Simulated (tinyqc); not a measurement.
Inside a calculation. Method: geometry optimisation on the unrestricted PBE/sto-6g surface (energies and gradients from PySCF), for H2O, spin multiplicity 3. Computed by tinyqc, a small Python program that keeps every step (integrals from PySCF). Settings: charge = 0, multiplicity = 3, basis = sto-6g, functional = pbe,pbe, optimiser = bfgs, first Hessian = 0.6, largest step = 0.5, iteration cap = 30. Command: `OMP_NUM_THREADS=1 python tinyqc.py 31108 31109 out.jsonl` (the two numbers bound the seeds that draw the settings). One thread of a shared host (Intel(R) Xeon(R) Processor @ 2.60GHz), about 10 s of CPU time with the checks.

## Step 1: energy and gradient

positions at the start (bohr):
```
            x          y         z
1O   0.001890  -0.001890  0.090707
2H   0.105825   1.349264  1.145174
3H  -0.018897  -1.370051  1.097931
```

Self-consistent energy and analytic gradient at these positions.

energy = -75.49241355 hartree

gradient (hartree/bohr):
```
              x            y            z
1O   0.01887472  -0.00546994   0.46984374
2H  -0.02664561  -0.37295544  -0.24084778
3H   0.00776797   0.37842667  -0.22900340
```

## Step 1: move

Quasi-Newton step p = -H^(-1) g (first H = 0.6 times the unit matrix); steps longer than 0.5 bohr are cut back (factor 0.383 here).

positions after step 1 (bohr):
```
            x          y          z
1O  -0.010148   0.001599  -0.208937
2H   0.122818   1.587117   1.298775
3H  -0.023851  -1.611394   1.243978
```

## Step 2: energy and gradient

As before.

energy = -75.70552854 hartree

gradient (hartree/bohr):
```
              x            y            z
1O   0.00440908   0.00415158   0.10359281
2H  -0.00601366  -0.08304905  -0.05555215
3H   0.00160752   0.07889275  -0.04803902
```

## Step 2: move

inverse Hessian in use (bohr^2/hartree), lower triangle:
```
           1          2          3          4          5          6          7         8
1   1.666212
2   0.000487   1.666422
3  -0.011729   0.012246   1.364662
4   0.000656  -0.000692   0.016901   1.665721
5   0.009257  -0.009706   0.238394  -0.013340   1.478492
6   0.005852  -0.006231   0.150821  -0.008437  -0.119035   1.591400
7  -0.000201   0.000204  -0.005164   0.000289   0.004077   0.002581   1.666578
8  -0.009744   0.009950  -0.250649   0.014033   0.197887   0.125271  -0.004282  1.458822
9   0.005877  -0.006015   0.151195  -0.008464  -0.119366  -0.075559   0.002583  0.125386

          9
9  1.591026
```

Quasi-Newton step p = -H^(-1) g (the inverse Hessian comes from BFGS updates; coordinates in the order x, y, z of each atom); steps longer than 0.5 bohr are cut back.

positions after step 2 (bohr):
```
            x          y          z
1O  -0.014132  -0.008821  -0.294981
2H   0.127993   1.657163   1.348104
3H  -0.025050  -1.671009   1.280688
```

## Convergence

Stop when the largest gradient component is below 3e-5 hartree/bohr. The inverse Hessian follows the BFGS update with s = step, y = change of gradient.

Course of the optimisation:
```
step   E (hartree)  largest gradient (hartree/bohr)
1     -75.49241355                         4.70e-01
2     -75.70552854                         1.04e-01
3     -75.72338337                         4.98e-02
4     -75.73379838                         4.11e-02
5     -75.75317810                         6.82e-02
6     -75.76578812                         5.74e-02
7     -75.77029392                         4.11e-02
8     -75.77299870                         1.01e-02
9     -75.77368189                         7.70e-03
10    -75.77427603                         1.06e-02
11    -75.77449145                         5.46e-03
12    -75.77456183                         3.55e-04
13    -75.77456223                         3.19e-04
14    -75.77456279                         2.95e-04
15    -75.77456461                         2.65e-04
16    -75.77456705                         2.77e-04
17    -75.77456934                         1.77e-04
18    -75.77457010                         5.39e-05
19    -75.77457019                         1.38e-05
```

Final distances (angstrom):
```
pair   distance
2H-1O  1.883279
3H-1O  1.060344
3H-2H  2.158315
```

Converged in 19 steps.
